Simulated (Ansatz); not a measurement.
## GeH⁺, singlet: the ladder up to full CI

Geometry: a point of a stretch scan, not a stationary point.

```
atom   x (Å)   y (Å)   z (Å)
  Ge  0.0000  0.0000  0.0000
   H  0.0000  0.0000  4.3170
```

Basis cc-pVQZ; Ansatz 0.2.0. Only valence electrons are correlated (noble-gas cores and the filled d shells of p-block atoms frozen), which leaves 4 electrons in 84 orbitals. Prefix R: restricted or restricted open-shell reference; prefix U: unrestricted. Active spaces: valence = (4e, 5o) chosen from the atoms' valence shells. No spin–orbit coupling is included, and no scalar relativity.

Full CI is exact within this basis and frozen core; it isn't the basis-set limit. The frozen core follows each run's orbitals, which can shift R against U totals by a few meV for light atoms and by up to 0.1 eV past Ca.

* UHF ⟨S²⟩: 1.011
* T1 diagnostic (RCCSD): 0.0885
* largest doubles amplitude (RCCSD): 0.859

```json
{"level": "RHF", "E − E(full CI) (mEh)": "204.02", "share of correlation (%)": "0.00", "wall time": "–"}
{"level": "RMP2", "E − E(full CI) (mEh)": "67.36", "share of correlation (%)": "66.98", "wall time": "–"}
{"level": "RCCSD*", "E − E(full CI) (mEh)": "10.76", "share of correlation (%)": "94.73", "wall time": "–"}
{"level": "RCCSD(T)*", "E − E(full CI) (mEh)": "-4.66", "share of correlation (%)": "102.29", "wall time": "19 s"}
{"level": "BCCD(T)*", "E − E(full CI) (mEh)": "-4.12", "share of correlation (%)": "102.02", "wall time": "20 s"}
{"level": "RCCSDT*", "E − E(full CI) (mEh)": "0.19", "share of correlation (%)": "99.91", "wall time": "–"}
{"level": "RCCSDT(Q)*", "E − E(full CI) (mEh)": "-0.04", "share of correlation (%)": "100.02", "wall time": "46 s"}
{"level": "CASSCF (valence space)†", "E − E(full CI) (mEh)": "32.98", "share of correlation (%)": "–", "wall time": "–"}
{"level": "NEVPT2 (valence space)†", "E − E(full CI) (mEh)": "7.28", "share of correlation (%)": "–", "wall time": "8.5 s"}
```

An asterisk marks runs whose energy the program itself flagged as in doubt. A dagger marks rows that describe another state than the reference (another or a broken symmetry, a higher spin or other natural occupations), so the difference isn't the method's error.

The correlation energy at full CI, counted from RHF, is -5.552 eV. That run took 52 s on 1 thread of Arm Neoverse V1, shared host over 3,068,596 determinants.

Run but not shown, since their state or frozen core can't be matched to the reference's or they repeat it: UHF, UMP2, UCCSD, UCCSD(T), UCCSDT, UCCSDT(Q).

Times hold each run's SCF and search for its determinant on a shared host, so for small cases they say little of a method's own cost; they ran on 1 thread of Arm Neoverse V1.

More than 5 meV below full CI, which no variational method can be: RCCSD(T), BCCD(T).

The full-CI state has the irrep A1 of C2v, in the program's axes (one component, if the state is degenerate).

Natural occupations of full CI about the gap: 1.918 1.093 0.892 0.033 0.033 0.009 0.007 0.007 0.002 0.002; effectively unpaired electrons, Σ n²(2−n)², 1.99. No single determinant describes this state well, so single-reference rows can miss without a flag.
